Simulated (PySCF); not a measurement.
Broadened absorption spectrum of trans-1,2-difluoroethene

trans-1,2-difluoroethene, C₂H₂F₂.
SMILES with atom numbers: `[F:1]/[CH:2]=[CH:3]/[F:4]` (hydrogens: H5 on C2; H6 on C3)

Method used: PySCF, TDDFT CAM-B3LYP/def2-SVPD, vertical, gas phase, core orbitals frozen in the response. Isolated species at its GFN2-xTB geometry, gas phase.

Broadening: Gaussians 0.3 eV wide at half height, area fixed by f = 4.319×10⁻⁹ ∫ε dν̃. The cross-section is σ = 3.8235×10⁻²¹ ε cm², given in Mb (10⁻¹⁸ cm²). The width is an assumption, not a result. The curve ends short of the highest state used, and states not computed would add to its high-energy end.

```csv
λ (nm),σ (Mb)
129.8,1.06
131.0,2.46
132.1,3.52
133.2,3.44
134.3,2.34
135.4,1.13
136.5,0.39
137.6,0.10
138.7,0.02
139.8,0.00
140.9,0.00
142.0,0.00
143.2,0.00
144.3,0.00
145.4,0.00
146.5,0.00
147.6,0.00
148.7,0.00
149.8,0.00
150.9,0.00
152.0,0.00
153.1,0.00
154.2,0.03
155.4,0.17
156.5,0.75
157.6,2.65
158.7,7.72
159.8,18.66
160.9,37.57
162.0,63.49
163.1,90.60
164.2,109.89
165.3,113.97
166.4,101.65
167.6,76.05
168.7,50.38
169.8,29.20
170.9,14.87
172.0,6.70
173.1,2.68
174.2,0.95
175.3,0.31
176.4,0.09
177.5,0.03
178.7,0.01
179.8,0.00
180.9,0.00
182.0,0.00
183.1,0.00
184.2,0.00
185.3,0.00
186.4,0.00
187.5,0.00
188.6,0.00
189.7,0.00
190.9,0.00
```

**Question.** Where are the band maxima, and which computed states make them?

**Answer.** 165 nm (7.51 eV), ε about 30000, made up of S2 (90%); 133 nm (9.35 eV), ε about 950, made up of S6 (100%) (ε in L mol⁻¹ cm⁻¹; maxima over ε = 5, shares over 10%). The states used: S1 6.95 eV (f 0.0000); S2 7.51 eV (f 0.302); S3 7.56 eV (f 0.034); S4 8.23 eV (f 0.0000); S5 9.02 eV (f 0.0000); S6 9.35 eV (f 0.011); S7 9.83 eV (f 0.0000); S8 10.15 eV (f 0.0058).

**Question.** What would ε be at 7.51 eV, the highest of these maxima, with half the width (0.15 eV)?

**Answer.** About 58700 L mol⁻¹ cm⁻¹ against 30000, a factor of about 1.96; a lone state at its own centre would give exactly 2.

**Question.** Coming from long wavelengths, where does ε first pass 100 L mol⁻¹ cm⁻¹?

**Answer.** At about 175 nm (7.08 eV), 0.14 eV above S1.
